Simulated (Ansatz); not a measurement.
For Mo (model structure, started from the beta-Sn type, I4₁/amd, No. 141, 2 atoms in the cell), PBEsol (PAW; Ansatz, an electronic-structure program) gives:

- lattice constant a: 5.005 Å
- c axis length: 2.609 Å

Question: What does r²SCAN (plane waves, PAW; Ansatz) give for the same quantities?

Answer: 
- lattice constant a: 5.031 Å (goes up by 0.5 %)
- lattice parameter c: 2.635 Å (increases by 1.0 %)

Changes are worked out from the printed values.

Unless a cell is named, each level is at its own relaxed cell (PBEsol 16.34, r²SCAN 16.67 Å³/atom).

Ansatz's density-functional and Hartree–Fock values are scalar-relativistic unless marked +SOC, with PAW data made under PBE.

A model structure was made by putting elements into a prototype or built by hand; it is no filed structure, need not be a known phase, and can be a saddle point held by its symmetry.
